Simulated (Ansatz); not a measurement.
phosphine (SMILES P) moved off its minimum; all values from Ansatz (a first-principles code), cores frozen in correlated methods.
(charge 0, multiplicity 1)
```xyz
4

P     -0.1225     0.0463     0.1643
H     -0.5276     1.1212    -0.5922
H      1.1145    -0.0252    -0.8554
H     -0.7447    -0.9436    -0.6476
```

```tsv
level	largest force (eV/Å)	on atom	rms difference from CCSD(T)/aug-cc-pV(T+d)Z (eV/Å)	dipole (D)
HF/def2-TZVPP	3.81	P1	0.340	0.60
PBE/def2-TZVPP	2.89	P1	0.211	0.60
r2SCAN/def2-TZVPP	3.07	P1	0.055	0.64
B3LYP/def2-TZVPP	3.09	P1	0.013	0.54
wB97M-V/def2-TZVPP	3.20	P1	0.070	0.51
MP2/aug-cc-pV(T+d)Z	3.32	P1	0.128	0.53
CCSD(T)/aug-cc-pV(T+d)Z	3.08	P1	0.000	0.52
```

The differences count from one level among others, with limits of its own. Forces at CCSD(T)/aug-cc-pV(T+d)Z (eV/Å):

```tsv
atom	Fx	Fy	Fz
P1	2.546	-0.926	-1.471
H2	-0.712	0.698	-0.447
H3	-1.589	0.009	1.813
H4	-0.246	0.218	0.105
```
